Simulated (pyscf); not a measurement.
Elementary routes open to H₃Si–AsH• (SMILES [SiH3][AsH]) + H• (SMILES [H]) in the gas phase (triplet surface):
A. AsH (SMILES [AsH]) [triplet] + SiH₄ (SMILES [SiH4]) (As–Si broken; H–Si formed)
B. AsH₂• (SMILES [AsH2]) + SiH₃• (SMILES [SiH3]) (As–Si broken; As–H formed)

Single points on ωB97X-D3(BJ)/def2-SVP structures (PySCF, gas phase). MP2 and CC: frozen core, UHF for open shells. ΔMP2 is the change of the MP2 total energy from the triple- to the quadruple-zeta basis.

Problem. Rank the routes by free-energy barrier at 298 K, lowest first, for CCSD(T)/def2-TZVPP + ΔMP2(QZVPP) energies (ideal gas, 1 atm, RRHO with modes under 100 cm⁻¹ raised to 100, one conformer, R ln 2 for rigid chiral ones).

Solution. B (0.28 eV), A (0.42 eV)

Route B is the fastest of these, ahead of the next by 0.14 eV. The most stable products are those of A (ΔG = -1.36 eV), whose barrier is 0.14 eV higher: the kinetic and the thermodynamic product differ. At 1200 K B is still the fastest. Only these routes are compared; each barrier is that of the saddle found, and lower ones may exist. The CCSD(T) − MP2 part came from Ansatz, without density fitting, on the same reference. The frozen core leaves the outer d or s,p core shells of the metals and heavy elements correlated in the MP2 and CC values, and def2-TZVPP describes them poorly, which can shift differences by a few kcal/mol. Elements up to Kr have no core potential and no relativistic terms here.
